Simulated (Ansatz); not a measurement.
in.yaml

```yaml
crystal:
  periodic: [false, false, false]
  atoms:
    - {symbol: Ge, position_ang: [-0.335893, -0.002403, 0.001544]}
    - {symbol: F, position_ang: [1.406007, 0.010057, -0.006463]}
    - {symbol: H, position_ang: [-0.775318, 1.466462, 0.004484]}
    - {symbol: H, position_ang: [-0.753666, -0.742234, 1.277782]}
    - {symbol: H, position_ang: [-0.765397, -0.740640, -1.271719]}
basis:
  gaussian: {orbitals: cc-pVDZ}
magnetization: {spin_polarized: false}
correlation: {method: ccsd_t, electrons: all}
scf: {omitted_lower_state_checks: [cluster_reference]}
```

```sh
$ ansatz run in.yaml --threads 1 --pin off --events-out ev --progress --plain --max-ram 2393MiB
```

Output:

```
these checks for a lower state are left out or cut short: cluster_reference
584 factors; integrals over basis functions are off by at most 9.2e-4 eV
mean field evaluation 1: about -59225.2661 eV, gradient 2.6e1 eV
mean field evaluation 2: about -59225.2703 eV, gradient 2.6e1 eV
mean field evaluation 4: about -59226.7468 eV, gradient 1.5e0 eV
mean field evaluation 8: about -59226.7570 eV, gradient 2.4e-4 eV
mean field -59226.75699363 eV, -2176.5431741783 hartree, gradient 1.6e-6 eV, S^2 0.000000; 0 other end points of the search recorded, 0 dependent functions left out
reference -59226.75699363 eV, -2176.5431741783 hartree; 22, 22 occupied and 34, 34 virtual orbitals, 584 factors
second order -8.80809477 eV of doubles, -0.00000000 eV of singles
cycle   1  -9.07633118 eV  change   -2.7e-1 eV  update   7.7e-2
cycle   2  -9.34651549 eV  change   -2.7e-1 eV  update   2.3e-2
cycle   3  -9.41605269 eV  change   -7.0e-2 eV  update   1.2e-2
cycle   4  -9.41149205 eV  change    4.6e-3 eV  update   2.4e-3
cycle   5  -9.41083873 eV  change    6.5e-4 eV  update   9.1e-4
cycle   6  -9.41103680 eV  change   -2.0e-4 eV  update   2.3e-4
cycle   7  -9.41093235 eV  change    1.0e-4 eV  update   7.2e-5
cycle   8  -9.41090282 eV  change    3.0e-5 eV  update   2.0e-5
perturbative correction -0.18055768 eV, -0.0066353725 hartree
Total energy: -59236.34845414 eV, -2176.8956538504 hartree
Checks for a lower state left out: cluster_reference
```

Ran on 1 thread of Arm Neoverse V2, shared host: 2 s wall, 0.15 GiB peak host memory.
